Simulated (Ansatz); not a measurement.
Ansatz (a quantum-chemistry and plane-wave program) input (B3LYP-D3(BJ)/def2-TZVP):

Ansatz 0.2 input:
```yaml
crystal:
  periodic: [false, false, false]
  atoms:
    - {symbol: C, position_ang: [0.00962167, 0.11366182, 0.02058023]}
    - {symbol: F, position_ang: [0.03291456, -0.83852246, -0.91066542]}
    - {symbol: H, position_ang: [-0.95601718, 0.33804558, 0.42561515]}
    - {symbol: H, position_ang: [0.95260269, 0.33348015, 0.47817914]}
basis:
  gaussian:
    orbitals: def2-TZVP
hamiltonian:
  xc: b3lyp
  dispersion: d3bj
magnetization: {spin_polarized: true, initial_magnetization: 1}
relax: {f_tol: 0.002, max_steps: 150}
```

End of the output:

```
relax step   3: F+E_penalty+E_count = -3786.12412220 eV  Δ(F+E_penalty+E_count) = -6.572e-4 eV  max|allowed force component| = 2.532e-2 eV/Å  Δτ_max = 0.0165 Å  (29 SCF iters, accepted)
these checks for a lower state are left out or cut short: starts, cluster_reference, orbital_swaps, neighbouring_geometries, increment
integrals: 0.01 GiB planned
424 factors; their error is unknown
mean field: 0.17 GiB planned
mean field evaluation 32: about -3786.0818 eV, gradient 8.7e-5 eV
mean field -3786.08181059 eV, -139.1359402406 hartree, gradient 2.0e-5 eV, S^2 0.753610; 0 other end points of the search recorded, 0 dependent functions left out
the calculation of the forces begins
reference -3786.08197840 eV, -139.1359464075 hartree; 9, 8 occupied and 65, 66 virtual orbitals, 424 factors
relax step   4: F+E_penalty+E_count = -3786.12419981 eV  Δ(F+E_penalty+E_count) = -7.760e-5 eV  max|allowed force component| = 8.936e-3 eV/Å  Δτ_max = 0.0064 Å  (30 SCF iters, accepted)
these checks for a lower state are left out or cut short: starts, cluster_reference, orbital_swaps, neighbouring_geometries, increment
integrals: 0.01 GiB planned
424 factors; their error is unknown
mean field: 0.17 GiB planned
mean field -3786.08181409 eV, -139.1359403695 hartree, gradient 2.0e-5 eV, S^2 0.753603; 0 other end points of the search recorded, 0 dependent functions left out
the calculation of the forces begins
reference -3786.08198192 eV, -139.1359465372 hartree; 9, 8 occupied and 65, 66 virtual orbitals, 424 factors
relax step   5: F+E_penalty+E_count = -3786.12420446 eV  Δ(F+E_penalty+E_count) = -4.652e-6 eV  max|allowed force component| = 8.858e-4 eV/Å  Δτ_max = 0.0009 Å  (31 SCF iters, accepted)
integrals: 0.01 GiB planned
424 factors; their error is unknown
mean field: 0.17 GiB planned
mean field -3786.08181409 eV, -139.1359403695 hartree, gradient 4.0e-5 eV, S^2 0.753603; 1 other end points of the search recorded, 0 dependent functions left out
the calculation of the forces begins
reference -3786.08198192 eV, -139.1359465372 hartree; 9, 8 occupied and 65, 66 virtual orbitals, 424 factors
Total energy: -3786.12437229 eV, -139.1375043544 hartree
Atom 0 at     0.010214     0.135618     0.000739 Å, force    -0.000017     0.000550     0.000331 eV/Å
Atom 1 at     0.032891    -0.847695    -0.909485 Å, force     0.000024    -0.000886    -0.000871 eV/Å
Atom 2 at    -0.959478     0.331680     0.434879 Å, force     0.000008     0.000168     0.000270 eV/Å
Atom 3 at     0.955496     0.327062     0.487577 Å, force    -0.000015     0.000168     0.000270 eV/Å
Dipole moment:    -0.006253     0.141882     0.239669 e Å
```

It need not be the lowest isomer of its formula.
